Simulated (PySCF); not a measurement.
Cartesian coordinates (Å):
SMILES: [NH2]
```xyz
3

N     -0.0013     0.4482     0.0000
H      0.8033    -0.2218     0.0000
H     -0.8020    -0.2264     0.0000
```
Charge 0, spin multiplicity 2.

**Question.** What total energy, highest occupied spin orbital and dipole moment does PySCF 2.14.0 with PBE-D3(BJ)/def2-TZVP // PBE-D3(BJ)/def2-SVP give?

**Answer.** 
```yaml
total_energy: -1519.19 eV
highest_occupied_spin_orbital: -7.20 eV
dipole_moment: 1.92 D
```
